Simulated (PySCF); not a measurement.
# How methods differ on the ionisation energy of Si

Si [Ne] 3s2 3p2 (3P) → Si⁺ [Ne] 3s2 3p1 (2P), as a difference of total energies. Calculation: PySCF 2.14, in aug-cc-pwCVTZ (8s7p5d3f, 75 functions); the non-relativistic Hamiltonian (point nucleus). Correlated levels: nothing frozen. The calculations carry no spin-orbit coupling.

```tsv
method	ionisation energy (eV)	error (eV)
UHF	7.638	-0.519
MP2 (all electrons)	8.053	-0.104
SCS-MP2 (all electrons)	7.966	-0.191
CCSD (all electrons)	8.080	-0.077
CCSD(T) (all electrons)	8.117	-0.040
```

Reference: 8.157 eV (measured; NIST levels, between the centres of gravity of the two terms).

Errors of the correlated levels include the incompleteness of this basis.
